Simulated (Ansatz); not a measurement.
We consider bcc Fe, described by PBE0 (Ansatz, a quantum-chemistry and plane-wave program, plane waves, PAW).

Settings: plane-wave cutoff 460 eV, 16×16×16 k mesh, Fermi–Dirac smearing 0.05 eV, spin-polarised with parallel moments, scalar-relativistic PAW data made under PBE.

The cell has the measured lattice: a = b = c = 2.8665 Å, α = β = γ = 90.00°.

Question: Estimate the magnetic moment per atom (the cell's total over its atoms) that the calculation returns.

Answer: 
magnetic moment per atom (the cell's total over its atoms): 2.85 μB

Note: the run warned that the count of filled bands differs between k points; cell and atoms aren't relaxed at this level (pressure 8.2 GPa).

Moments are spin moments.

The computed numbers hold no vibrational or temperature effects.
